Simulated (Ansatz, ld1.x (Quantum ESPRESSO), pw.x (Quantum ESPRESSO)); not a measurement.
# pw.x on diamond Mg: one setting changed

Potential: PAW, ld1.x (Quantum ESPRESSO) 7.5, LDA (PW92); core [Ne], reference 3s2 3p0; waves: 3s (bound): rcut 1.90, rcutus 2.20 bohr; 3s channel at 1.85 Ry: rcut 1.90, rcutus 2.20 bohr; 3p (bound, empty): rcut 2.45, rcutus 2.80 bohr; 3p channel at 0.7 Ry: rcut 2.45, rcutus 2.80 bohr; 3d channel at 0.45 Ry: rcut 2.50, rcutus 2.90 bohr; 3d channel at 1.85 Ry: rcut 2.50, rcutus 2.90 bohr; local part: all-electron potential smoothed inside 2.00 bohr (lloc = -1); core correction: none; augmentation: PSQ, inside the norm-conserving radii.

The reference run (k-mesh 8³, cutoffs 40/320 Ry, Fermi–Dirac 0.01 Ry, mixing_beta 0.4, conv_thr 1e-9, no spin) gives 0.01 GPa at 37.617 Å³/atom, where all-electron LAPW gives -0.01 GPa. This run, with its own iteration cap, changes ecutrho/ecutwfc to 1, a wrong or extreme entry chosen on purpose.

```
&control
  calculation='scf', prefix='x', pseudo_dir='./', outdir='./tmp', tstress=.true., disk_io='none'
/
&system
  ibrav=0, nat=2, ntyp=1, ecutwfc=40, ecutrho=40, nbnd=9,
  occupations='smearing', smearing='fd', degauss=0.01
/
&electrons
  conv_thr=1e-09, mixing_beta=0.4, electron_maxstep=70
/
ATOMIC_SPECIES
Mg 1.0 Mg.UPF
CELL_PARAMETERS angstrom
  0.00000000 3.35064219 3.35064219
  3.35064219 0.00000000 3.35064219
  3.35064219 3.35064219 0.00000000
ATOMIC_POSITIONS crystal
Mg 0.0000 0.0000 0.0000
Mg 0.2500 0.2500 0.2500
K_POINTS automatic
8 8 8 0 0 0
```

```bash
pw.x < Mg.scf.in > Mg.scf.out
```

Problem. How does the run end?

Solution. It stops with "set_cutoff: ecutrho <= ecutwfc?!?".

```
Error in routine set_cutoff (1):
     ecutrho <= ecutwfc?!?
```

The run took about 0.1 s on one core of a shared host (Neoverse-V1, 32 threads, 247 GiB, load 12).
